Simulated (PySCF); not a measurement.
## C2H2O2: core ionisation energies

Compound: glyoxal, C2H2O2.
Geometry (PBE0-D3(BJ)/def2-SVP, Å), atoms numbered from 1 in this order:
```
atom  x, y, z in Å
O1     0.2081   -1.3396    1.0676
C2     0.4856   -0.3306    0.4817
C3    -0.4866    0.3304   -0.4819
O4    -0.2057    1.3393   -1.0663
H5     1.4628    0.2039    0.5872
H6    -1.4642   -0.2033   -0.5883
```

Theory: delta-SCF UKS SCAN, pcX-2 on the ionised atom, pcseg-1 elsewhere, spin-free X2C (PySCF). Each binding energy is the total energy of the core-ionised species, with the hole localised on one atom, minus that of the ground state; both are solved self-consistently, so orbital relaxation is included.

Problem. List the computed XPS lines with their assignment.

Solution. 
```
atom(s)                 bonded to  level  binding energy (eV)  count
  C2/C3  O (double bond), C and H   C 1s               294.64      2
  O1/O4           C (double bond)   O 1s               539.54      2
```

Problem. What is the longest wavelength that can ionise O 1s of O1/O4 vertically?

Solution. λ = hc/E = 12398.42 eV Å / 539.54 eV = 22.980 Å.

Atoms equivalent by their bonding share one computed value, that of the first of them. Spin contamination (⟨S²⟩ against 0.75 for a pure doublet) is marked for C 1s of C2/C3 (0.88), which makes this value less certain. One conformer (not necessarily the lowest) at the PBE0-D3(BJ)/def2-SVP geometry, without solvent, vibrations or thermal averaging.

Hardware: one thread of an Arm Neoverse N1 (shared host). Cost: 9.0 s of wall time.
